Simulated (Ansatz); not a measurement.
Cost and result up the ladder for BH2(NH2) (BNH₄) (6 atoms). Total charge 0; singlet. Geometry: PBE-D4/def2-TZVP.

```csv
atom,x (Å),y (Å),z (Å)
B1,-0.6408,0.1061,0.2296
H2,-0.8328,0.1484,1.4162
H3,-1.5288,0.2428,-0.5701
N4,0.6547,-0.1085,-0.2346
H5,0.8939,-0.1564,-1.2198
H6,1.4538,-0.2325,0.3786
```

Ansatz on 4 threads of Intel Xeon Platinum 8488C on a shared host. Times are rough, and most runs start from the orbitals of an earlier one. CAM-B3LYP-D4/def2-TZVP serves as the yardstick here, not as an exact answer. Differences are given only for rows in sets of like size (and for xTB, whose basis is part of the method), since another set adds its own error. Binding counts from free atoms at the same level (B doublet, H doublet, N quartet; other spins of the atoms weren't run), without zero-point energy or a counterpoise term.

B3LYP takes the VWN-RPA correlation. Correlated methods freeze 2 core orbitals.

Correlated methods converge slowly with the basis.

```json
{"level": "HF/6-31G", "functions": "26", "wall time": "0.1 s"}
{"level": "PBE-D4/def2-SVP", "functions": "48", "wall time": "0.15 s"}
{"level": "B3LYP-D4/6-31G", "functions": "26", "wall time": "0.15 s"}
{"level": "HF/def2-TZVP (with forces)", "functions": "86", "wall time": "0.2 s"}
{"level": "LDA (SPW92)/def2-TZVP", "functions": "86", "wall time": "0.2 s"}
{"level": "PBE0-D4/def2-SVP", "functions": "48", "wall time": "0.2 s"}
{"level": "MP2/def2-TZVP", "functions": "86", "wall time": "0.2 s"}
{"level": "PBE-D4/def2-TZVP", "functions": "86", "wall time": "0.25 s"}
{"level": "revPBE-D4/def2-TZVP", "functions": "86", "wall time": "0.25 s"}
{"level": "CAM-B3LYP-D4/def2-TZVP", "functions": "86", "wall time": "0.3 s"}
{"level": "PBE0-D4/def2-TZVP", "functions": "86", "wall time": "0.35 s"}
{"level": "r2SCAN-D4/def2-TZVP", "functions": "86", "wall time": "0.45 s"}
{"level": "r2SCAN0-D4/def2-TZVP", "functions": "86", "wall time": "0.45 s"}
{"level": "CCSD(T)/def2-TZVPP", "functions": "118", "wall time": "1.2 s"}
```

(1) Estimate what each level gives for the binding energy per atom (eV).

## Answers

(1) 
```json
{"level": "HF/6-31G", "binding energy per atom (eV)": "2.56", "difference from CAM-B3LYP-D4/def2-TZVP (eV)": "–"}
{"level": "PBE-D4/def2-SVP", "binding energy per atom (eV)": "3.69", "difference from CAM-B3LYP-D4/def2-TZVP (eV)": "–"}
{"level": "B3LYP-D4/6-31G", "binding energy per atom (eV)": "3.58", "difference from CAM-B3LYP-D4/def2-TZVP (eV)": "–"}
{"level": "HF/def2-TZVP (with forces)", "binding energy per atom (eV)": "2.69", "difference from CAM-B3LYP-D4/def2-TZVP (eV)": "-0.99"}
{"level": "LDA (SPW92)/def2-TZVP", "binding energy per atom (eV)": "4.08", "difference from CAM-B3LYP-D4/def2-TZVP (eV)": "0.40"}
{"level": "PBE0-D4/def2-SVP", "binding energy per atom (eV)": "3.64", "difference from CAM-B3LYP-D4/def2-TZVP (eV)": "–"}
{"level": "MP2/def2-TZVP", "binding energy per atom (eV)": "3.50", "difference from CAM-B3LYP-D4/def2-TZVP (eV)": "-0.18"}
{"level": "PBE-D4/def2-TZVP", "binding energy per atom (eV)": "3.68", "difference from CAM-B3LYP-D4/def2-TZVP (eV)": "0.00"}
{"level": "revPBE-D4/def2-TZVP", "binding energy per atom (eV)": "3.60", "difference from CAM-B3LYP-D4/def2-TZVP (eV)": "-0.08"}
{"level": "CAM-B3LYP-D4/def2-TZVP", "binding energy per atom (eV)": "3.67", "difference from CAM-B3LYP-D4/def2-TZVP (eV)": "0.00"}
{"level": "PBE0-D4/def2-TZVP", "binding energy per atom (eV)": "3.62", "difference from CAM-B3LYP-D4/def2-TZVP (eV)": "-0.05"}
{"level": "r2SCAN-D4/def2-TZVP", "binding energy per atom (eV)": "3.62", "difference from CAM-B3LYP-D4/def2-TZVP (eV)": "-0.06"}
{"level": "r2SCAN0-D4/def2-TZVP", "binding energy per atom (eV)": "3.57", "difference from CAM-B3LYP-D4/def2-TZVP (eV)": "-0.10"}
{"level": "CCSD(T)/def2-TZVPP", "binding energy per atom (eV)": "3.53", "difference from CAM-B3LYP-D4/def2-TZVP (eV)": "-0.14"}
```
